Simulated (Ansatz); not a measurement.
**Elastic constant C11 of hcp Tc at several levels of theory**

No measured value is used here.

```tsv
level (code)	value (GPa)	cell (Å³/atom)
LDA (Ansatz)	556	13.77
PBE (Ansatz)	489	14.44
r²SCAN (Ansatz)	514	14.20
HSE06 (Ansatz)	499	13.91
```

HSE06: hybrids on metals are sensitive to the k mesh. Each level is taken at its own relaxed cell. Cutoffs and k meshes differ between the levels. Ansatz's density-functional and Hartree–Fock values are scalar-relativistic unless marked +SOC, with PAW data made under PBE.

Ansatz is a quantum-chemistry and plane-wave program.
